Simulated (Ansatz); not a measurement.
# CHSi−: an energy map over two coordinates

Aim: map the energy of CHSi, charge −1 over two coordinates, and find its wells, ridges and stiffness.

The runs use Ansatz 0.2.0; RKS wB97M-V/def2-TZVPD.

### Step 1. Starting geometry

SMILES `[C-]#[SiH]`, 3 atoms, charge -1, spin multiplicity 1.

Atoms are counted from 1 here; the program's logs count them from 0.

Bond lengths: C1–Si2 1.703 Å, Si2–H3 1.547 Å. Angles: C1–Si2–H3 179.9°.

Geometry (Å):

```xyz
3

C    -0.8484    1.3821   -0.3103
Si    0.0262   -0.0440    0.0094
H     0.8222   -1.3381    0.3008
```

### Step 2. Geometry optimisation

input.yaml

```yaml
crystal:
  periodic: [false, false, false]
  atoms:
    - { symbol: C, position_ang: [-0.848414, 1.382112, -0.310289] }
    - { symbol: Si, position_ang: [0.026182, -0.043997, 0.009442] }
    - { symbol: H, position_ang: [0.822242, -1.338115, 0.300847] }
total_charge: -1
basis:
  gaussian: { orbitals: def2-TZVPD }
hamiltonian:
  xc: { name: wB97M-V }
output:
  forces: true
relax:
  f_tol: 0.003
  max_steps: 120
```

On the command line:

```console
ansatz run input.yaml --threads 1 --pin off --max-ram 2560MiB --backend cpu --events-out ev --progress --plain --runs-dir out
```

Standard output, cut to the lines that bear on the results:

```text
Warning: RAYON_NUM_THREADS=1 ignored (pool sized by the plan → 1); use --threads N
[...]
Functional definition: wB97M-V
[...]
  gx(w, u) = 1 - cx + cx01*u + cx10*w
  gss(w, u) = css00 + css04*u^4 + css10*w + css20*w^2 + css43*w^4*u^3
  gos(w, u) = cos00 + cos10*w + (cos20 + cos21*u)*w^2 + (cos60 + cos61*u)*w^6
[...]
      + integral(e_c_pw_mod_opposite_spin*gos(b97_w_opposite, b97_u_opposite)) + vv10(b, c)
509 factors; their error is unknown
184 factors; integrals over basis functions are off by at most 2.2e-5 eV
[...]
mean field -8925.57221300 eV, -328.0087288575 hartree, gradient 2.6e-5 eV, S^2 0.000000; 0 other end points of the search recorded, 0 dependent functions left out
[...]
reference -8925.57225202 eV, -328.0087302917 hartree; 11, 11 occupied and 78, 78 virtual orbitals, 509 factors
relax step   1: F+E_penalty+E_count = -8925.57221300 eV  Δ(F+E_penalty+E_count) = +0.000e0 eV  max|allowed force component| = 9.109e-1 eV/Å  Δτ_max = 0.0000 Å  (34 SCF iters, accepted)
[...]
relax step   7: F+E_penalty+E_count = -8925.60652799 eV  Δ(F+E_penalty+E_count) = -7.290e-4 eV  max|allowed force component| = 3.129e-2 eV/Å  Δτ_max = 0.0168 Å  (38 SCF iters, accepted)
[...]
relax step  13: F+E_penalty+E_count = -8926.27847058 eV  Δ(F+E_penalty+E_count) = -2.237e-1 eV  max|allowed force component| = 1.191e0 eV/Å  Δτ_max = 0.1928 Å  (48 SCF iters, accepted)
[...]
relax step  19: F+E_penalty+E_count = -8927.64712037 eV  Δ(F+E_penalty+E_count) = -4.040e-2 eV  max|allowed force component| = 2.556e0 eV/Å  Δτ_max = 0.1974 Å  (44 SCF iters, accepted)
[...]
relax step  25: F+E_penalty+E_count = -8928.51395068 eV  Δ(F+E_penalty+E_count) = -7.785e-4 eV  max|allowed force component| = 6.595e-3 eV/Å  Δτ_max = 0.0102 Å  (38 SCF iters, accepted)
[...]
relax step  26: F+E_penalty+E_count = -8928.51395140 eV  Δ(F+E_penalty+E_count) = -7.229e-7 eV  max|allowed force component| = 2.821e-4 eV/Å  Δτ_max = 0.0003 Å  (26 SCF iters, accepted)
509 factors; their error is unknown
184 factors; integrals over basis functions are off by at most 1.8e-5 eV
[...]
mean field -8928.51395140 eV, -328.1168357499 hartree, gradient 5.0e-5 eV, S^2 0.000000; 1 other end points of the search recorded, 0 dependent functions left out
[...]
reference -8928.51399105 eV, -328.1168372070 hartree; 11, 11 occupied and 78, 78 virtual orbitals, 509 factors
Total energy: -8928.51399105 eV, -328.1168372070 hartree
Atom 0 at     0.149237     0.065641     0.084807 Å, force     0.000176     0.000073     0.000100 eV/Å
Atom 1 at    -1.175113    -0.516872    -0.667797 Å, force     0.000106     0.000048     0.000060 eV/Å
Atom 2 at     1.025886     0.451231     0.582990 Å, force    -0.000282    -0.000121    -0.000160 eV/Å
Dipole moment:    -0.049182    -0.021634    -0.027949 e Å
```

Run time: 2 min. Hardware: 1 thread of Arm Neoverse V1, shared host; peak memory 0.16 GiB.

Step by step: (the energy doesn't fall at every step)

| step | energy from step 1 (eV) | largest force component (eV/Å) |
| --- | --- | --- |
| 1 | 0.0000 | 0.9109 |
| 2 | -0.0290 | 0.4089 |
| 3 | -0.0335 | 0.0211 |
| 4 | -0.0335 | 0.0027 |
| 5 | -0.0335 | 0.0041 |
| 6 | -0.0336 | 0.0087 |
| 7 | -0.0343 | 0.0313 |
| 8 | -0.0556 | 0.4683 |
| 9 | -0.1869 | 0.3055 |
| 10 | -0.2695 | 0.4458 |
| 11 | -0.3785 | 0.8117 |
| 12 | -0.4826 | 1.2955 |
| 13 | -0.7063 | 1.1906 |
| 14 | -1.1630 | 1.4937 |
| 15 | -1.6680 | 0.6809 |
| 16 | -1.7512 | 0.4170 |
| 17 | -1.8415 | 0.6422 |
| 18 | -2.0345 | 1.1338 |
| 19 | -2.0749 | 2.5563 |
| 20 | -2.5882 | 1.1687 |
| 21 | -2.7992 | 1.7173 |
| 22 | -2.7772 | 3.8907 |
| 23 | -2.9352 | 0.4139 |
| 24 | -2.9410 | 0.1933 |
| 25 | -2.9417 | 0.0066 |
| 26 | -2.9417 | 0.0003 |

Close pairs (by a distance rule), those that changed most:

| bond | before (Å) | after (Å) | change (Å) |
| --- | --- | --- | --- |
| C1–H3 | 3.250 | 1.080 | -2.171 |
| Si2–H3 | 1.547 | 2.710 | +1.163 |
| C1–Si2 | 1.703 | 1.631 | -0.072 |

### Step 3. Plan of the scan

The axes are (1) angle Si2–C1–H3 (carried through 180): 11 values from 140 to 220 °; (2) change of the bonds C1–Si2, C1–H3, all alike: 11 values from −0.149 to 0.230 Å.

Nothing else is relaxed (all other coordinates rigid). Energies count from the relaxed molecule at the same level. Points are written as (first, second).

Below, 2 of the grid's runs; all are launched alike.

### Step 4. The run at (212°, −0.035 Å)

input.yaml

```yaml
crystal:
  periodic: [false, false, false]
  atoms:
    - { symbol: C, position_ang: [0.149237, 0.065641, 0.084807] }
    - { symbol: Si, position_ang: [-0.959887, -0.893147, -0.545488] }
    - { symbol: H, position_ang: [1.054013, 0.155357, 0.598974] }
total_charge: -1
basis:
  gaussian: { orbitals: def2-TZVPD }
hamiltonian:
  xc: { name: wB97M-V }
output:
  forces: true
```

On the command line:

```console
ansatz run input.yaml --threads 1 --pin off --max-ram 2560MiB --backend cpu --events-out ev --progress --plain --runs-dir out
```

Standard output, cut to the lines that bear on the results:

```text
Warning: RAYON_NUM_THREADS=1 ignored (pool sized by the plan → 1); use --threads N
[...]
[... 1 set-up line as earlier in the session ...]
[...]
  gx(w, u) = 1 - cx + cx01*u + cx10*w
  gss(w, u) = css00 + css04*u^4 + css10*w + css20*w^2 + css43*w^4*u^3
  gos(w, u) = cos00 + cos10*w + (cos20 + cos21*u)*w^2 + (cos60 + cos61*u)*w^6
[...]
      + integral(e_c_pw_mod_opposite_spin*gos(b97_w_opposite, b97_u_opposite)) + vv10(b, c)
509 factors; their error is unknown
153 factors; integrals over basis functions are off by at most 6.0e-5 eV
[...]
mean field -8928.24751481 eV, -328.1070443858 hartree, gradient 4.3e-5 eV, S^2 0.000000; 0 other end points of the search recorded, 0 dependent functions left out
[...]
reference -8928.24755486 eV, -328.1070458577 hartree; 11, 11 occupied and 78, 78 virtual orbitals, 509 factors
Total energy: -8928.24755486 eV, -328.1070458577 hartree
Atom 0 at     0.149237     0.065641     0.084807 Å, force     0.479995     0.103100     0.272772 eV/Å
Atom 1 at    -0.959887    -0.893147    -0.545488 Å, force    -1.755418    -0.938871    -0.997571 eV/Å
Atom 2 at     1.054013     0.155357     0.598974 Å, force     1.275423     0.835771     0.724799 eV/Å
Dipole moment:     0.036454    -0.230998     0.020716 e Å
```

It took 4.9 s on 1 thread of Arm Neoverse V1, shared host; peak memory 0.15 GiB.

That is 6.1 kcal/mol from the zero.

### Step 5. Grid point (180°, 0.003 Å)

input.yaml

```yaml
crystal:
  periodic: [false, false, false]
  atoms:
    - { symbol: C, position_ang: [0.149237, 0.065641, 0.084807] }
    - { symbol: Si, position_ang: [-1.177549, -0.517946, -0.669181] }
    - { symbol: H, position_ang: [1.028322, 0.452302, 0.584375] }
total_charge: -1
basis:
  gaussian: { orbitals: def2-TZVPD }
hamiltonian:
  xc: { name: wB97M-V }
output:
  forces: true
```

On the command line:

```console
ansatz run input.yaml --threads 1 --pin off --max-ram 2560MiB --backend cpu --events-out ev --progress --plain --runs-dir out
```

Standard output, cut to the lines that bear on the results:

```text
Warning: RAYON_NUM_THREADS=1 ignored (pool sized by the plan → 1); use --threads N
[...]
[... 1 set-up line as earlier in the session ...]
[...]
  gx(w, u) = 1 - cx + cx01*u + cx10*w
  gss(w, u) = css00 + css04*u^4 + css10*w + css20*w^2 + css43*w^4*u^3
  gos(w, u) = cos00 + cos10*w + (cos20 + cos21*u)*w^2 + (cos60 + cos61*u)*w^6
[...]
      + integral(e_c_pw_mod_opposite_spin*gos(b97_w_opposite, b97_u_opposite)) + vv10(b, c)
509 factors; their error is unknown
153 factors; integrals over basis functions are off by at most 1.3e-4 eV
[...]
mean field -8928.51358972 eV, -328.1168224584 hartree, gradient 3.6e-5 eV, S^2 0.000000; 0 other end points of the search recorded, 0 dependent functions left out
[...]
reference -8928.51362940 eV, -328.1168239165 hartree; 11, 11 occupied and 78, 78 virtual orbitals, 509 factors
Total energy: -8928.51362940 eV, -328.1168239165 hartree
Atom 0 at     0.149237     0.065641     0.084807 Å, force    -0.023523    -0.010346    -0.013368 eV/Å
Atom 1 at    -1.177549    -0.517946    -0.669181 Å, force     0.109219     0.048040     0.062067 eV/Å
Atom 2 at     1.028322     0.452302     0.584375 Å, force    -0.085696    -0.037693    -0.048700 eV/Å
Dipole moment:    -0.051322    -0.022574    -0.029165 e Å
```

Wall time 4.7 s (1 thread of Arm Neoverse V1, shared host); peak memory 0.15 GiB.

Energy on the map's scale: 0.008 kcal/mol.

### Step 6. The map

66 points were computed, 55 more follow by symmetry. Energies in kcal/mol, from the relaxed molecule at the same level:

```
change of the bonds C1–Si2, C1–H3, all alike (Å) ↓, angle Si2–C1–H3 (carried through 180) (°) →   140   148   156   164   172   180   188   196   204   212   220
                                                                                          0.230  35.4  34.7  34.1  33.6  33.3  33.3  33.3  33.6  34.1  34.7  35.4
                                                                                          0.192  27.5  26.5  25.7  25.1  24.8  24.7  24.8  25.1  25.7  26.5  27.5
                                                                                          0.154  20.5  19.3  18.3  17.5  17.0  16.9  17.0  17.5  18.3  19.3  20.5
                                                                                          0.117  14.7  13.2  12.0  11.1  10.6  10.4  10.6  11.1  12.0  13.2  14.7
                                                                                          0.079  10.2   8.4   7.0   5.9   5.3   5.0   5.3   5.9   7.0   8.4  10.2
                                                                                          0.041   7.4   5.3   3.7   2.5   1.7   1.5   1.7   2.5   3.7   5.3   7.4
                                                                                          0.003   6.7   4.4   2.5   1.1   0.3   0.0   0.3   1.1   2.5   4.4   6.7
                                                                                         −0.035   8.8   6.1   4.0   2.5   1.5   1.2   1.5   2.5   4.0   6.1   8.8
                                                                                         −0.073  14.0  11.1   8.8   7.1   6.0   5.6   6.0   7.1   8.8  11.1  14.0
                                                                                         −0.111  23.3  20.0  17.4  15.5  14.4  14.0  14.4  15.5  17.4  20.0  23.3
                                                                                         −0.149  37.3  33.7  30.9  28.8  27.5  27.1  27.5  28.8  30.9  33.7  37.3
```

The largest force on an atom (eV/Å) at each point:

| change of the bonds C1–Si2, C1–H3, all alike (Å) ↓, angle Si2–C1–H3 (carried through 180) (°) → | 140 | 148 | 156 | 164 | 172 | 180 | 188 | 196 | 204 | 212 | 220 |
| --- | --- | --- | --- | --- | --- | --- | --- | --- | --- | --- | --- |
| 0.230 | 5.4 | 5.6 | 5.8 | 5.9 | 6.0 | 6.0 | 6.0 | 5.9 | 5.8 | 5.6 | 5.4 |
| 0.192 | 4.9 | 5.1 | 5.2 | 5.4 | 5.4 | 5.5 | 5.4 | 5.4 | 5.2 | 5.1 | 4.9 |
| 0.154 | 4.2 | 4.4 | 4.6 | 4.7 | 4.8 | 4.8 | 4.8 | 4.7 | 4.6 | 4.4 | 4.2 |
| 0.117 | 3.4 | 3.6 | 3.8 | 3.9 | 4.0 | 4.0 | 4.0 | 3.9 | 3.8 | 3.6 | 3.4 |
| 0.079 | 2.3 | 2.5 | 2.7 | 2.8 | 2.9 | 2.9 | 2.9 | 2.8 | 2.7 | 2.5 | 2.3 |
| 0.041 | 1.7 | 1.5 | 1.5 | 1.6 | 1.6 | 1.7 | 1.6 | 1.6 | 1.5 | 1.5 | 1.7 |
| 0.003 | 1.0 | 0.9 | 0.7 | 0.5 | 0.3 | 0.1 | 0.3 | 0.5 | 0.7 | 0.9 | 1.0 |
| −0.035 | 2.5 | 2.2 | 2.0 | 1.9 | 1.8 | 1.7 | 1.8 | 1.9 | 2.0 | 2.2 | 2.5 |
| −0.073 | 4.7 | 4.4 | 4.2 | 4.1 | 4.0 | 3.9 | 4.0 | 4.1 | 4.2 | 4.4 | 4.7 |
| −0.111 | 7.4 | 7.1 | 6.9 | 6.7 | 6.6 | 6.6 | 6.6 | 6.7 | 6.9 | 7.1 | 7.4 |
| −0.149 | 10.5 | 10.2 | 10.0 | 9.8 | 9.7 | 9.7 | 9.7 | 9.8 | 10.0 | 10.2 | 10.5 |

### Step 7. Results

| quantity | value |
| --- | --- |
| lowest point | (180°, 0.003 Å), 0.008 kcal/mol |
| highest computed point | (140°, −0.149 Å), 37.2 kcal/mol above the lowest |
| largest force on an atom (eV/Å) | 0.1 at (180°, 0.003 Å) to 10.5 at (140°, −0.149 Å); 0.1 at the lowest point |
| time for the whole task | 7.4 min on 1 thread, shared host |

In words: The lowest computed point is at (180°, 0.003 Å), 0.008 kcal/mol from the relaxed molecule at the same level. The grid is coarse, so the lowest point of the scanned range may lie between grid points; coordinates that were held can hide deeper minima. No other kind of well shows on this grid. The highest computed point, (140°, −0.149 Å), lies 37.2 kcal/mol above the lowest. Round the minimum the two coordinates are nearly uncoupled.
